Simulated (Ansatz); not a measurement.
# C2H (doublet): the correlation ladder at distance C1–H3 = 1.066 Å, 6-31G

Aim: climb from Hartree-Fock through coupled cluster and multireference methods for C2H (doublet) at one geometry and basis, and see what each rung misses.

The runs use Ansatz 0.2.0, Gaussian basis; 6-31G, core rule «outside noble gas», up to 2 orbitals frozen.

Plan: UHF; CCSD(T) on ROHF; CCSD(T) on UHF; BCCD(T) on ROHF; CISD; CCSDT(Q) on ROHF; CCSDT(Q) on UHF; CISDTQ; CCSDTQ on ROHF; CASSCF and MRCISD+Q, 3 electrons in 3 orbitals; CASSCF and NEVPT2, 3 electrons in 3 orbitals; CASSCF and MRCISD+Q, 9 electrons in 9 orbitals; CASSCF and MRCISD+Q(relaxed), 9 electrons in 9 orbitals; CASSCF and NEVPT2, 9 electrons in 9 orbitals; Full CI.

17 further runs of the same task are left out: 1 for a known fault of the program, 14 that didn't finish, 2 set aside as unsound or not needed.

**1. The system**

The geometry derives from a PBE0/def2-TZVP stationary point (not a proven minimum). One bond is set to the value named and the two fragments are kept rigid.

3 atoms, charge 0, spin multiplicity 2.

Atoms are counted from 1 here; the program's logs count them from 0.

Bond lengths: C1–C2 1.200 Å, C1–H3 1.066 Å. Angles: C2–C1–H3 180.0°.

**2. UHF**

Contents of in.yaml:

```yaml
crystal:
  periodic: [false, false, false]
  atoms:
    - {symbol: C, position_ang: [0.000000, 0.000000, 0.044733]}
    - {symbol: C, position_ang: [0.000000, 0.000000, -1.155483]}
    - {symbol: H, position_ang: [0.000000, 0.000000, 1.110750]}
basis:
  gaussian: {orbitals: 6-31G}
magnetization: {spin_polarized: true, initial_magnetization: 1}
hamiltonian: {xc: hf}
output: {orbitals: {seedname: orbitals}}
```

Launch:

```
> ansatz run in.yaml --threads 1 --pin off --events-out ev --progress --plain --max-ram 2393MiB
```

After this run come: CCSD(T) on ROHF; CCSD(T) on UHF; BCCD(T) on ROHF; CISD; CCSDT(Q) on ROHF; CCSDT(Q) on UHF; CISDTQ; CCSDTQ on ROHF; CASSCF and MRCISD+Q, 3 electrons in 3 orbitals; CASSCF and NEVPT2, 3 electrons in 3 orbitals; CASSCF and MRCISD+Q, 9 electrons in 9 orbitals; CASSCF and MRCISD+Q(relaxed), 9 electrons in 9 orbitals; CASSCF and NEVPT2, 9 electrons in 9 orbitals; Full CI.

Before running them: what should the planned runs give, taken together? Wanted: FCI below the RHF energy; RMP2 from FCI; UMP2 from FCI; RCCSD from FCI; RCCSD(T) from FCI; UCCSD(T) from FCI; RCCSDT(Q) from FCI; UCCSDT(Q) from FCI; NEVPT2 pair from FCI.

As calculated:

| quantity | value |
| --- | --- |
| FCI below the RHF energy | -5.2597 eV |
| RMP2 from FCI | +707.9 meV |
| UMP2 from FCI | +1236.2 meV |
| RCCSD from FCI | +195.9 meV |
| RCCSD(T) from FCI | +39.2 meV |
| UCCSD(T) from FCI | +59.0 meV |
| RCCSDT(Q) from FCI | +0.8 meV |
| UCCSDT(Q) from FCI | +7.0 meV |
| NEVPT2 pair from FCI | +615.8 meV |
| MRCISD+Q pair from FCI | +50.1 meV |
| NEVPT2 valence from FCI | +336.7 meV |
| levels within 1 kcal/mol (43 meV) | RCCSD(T), BCCD(T), RCCSDT, UCCSDT, CISDTQ, RCCSDT(Q), UCCSDT(Q), RCCSDTQ, MRCISD valence, MRCISD+Q valence, MRCISD+Q(relaxed) valence |
| T1 diagnostic | 0.030 |
| effectively unpaired electrons | 1.14 |

What this shows: RCCSD(T) misses by +39.2 meV, 0.7 % of the correlation energy. One determinant dominates. Of the multireference levels listed MRCISD+Q(relaxed) valence comes nearest in total energy (+2.1 meV), which doesn't show that its space is the better one. These misses are within one basis, not against nature; the frozen cores of restricted and unrestricted runs differ, which can shift their rows.
